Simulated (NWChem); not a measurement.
Species: dichloromethane (CH$_{2}$Cl$_{2}$); SMILES ClCCl

Results from NWChem. B3LYP is NWChem's, with the RPA form of VWN correlation. Each level has its own optimisation; frequencies are unscaled.

| level | r C–Cl (Å) | r C–H (Å) | highest harmonic frequency (cm⁻¹) | lowest (cm⁻¹) | zero-point energy (kcal/mol) |
|---|---|---|---|---|---|
| Hartree-Fock/STO-3G | [?] | 1.093 | [?] | [?] | [?] |
| CAM-B3LYP/def2-SVP | 1.771 | 1.094 | 3221 | 290 | 18.6 |
| B3LYP/3-21G | 1.870 | 1.083 | 3283 | 255 | 18.3 |
| PBE-D3(BJ)/def2-SVP | 1.785 | 1.105 | 3120 | 274 | 17.8 |

### Question
Fill in the missing entries.

### Answer

- Hartree-Fock/STO-3G, r C–Cl (Å): 1.804
- Hartree-Fock/STO-3G, highest harmonic frequency (cm⁻¹): 3740
- Hartree-Fock/STO-3G, lowest (cm⁻¹): 308
- Hartree-Fock/STO-3G, zero-point energy (kcal/mol): 21.6
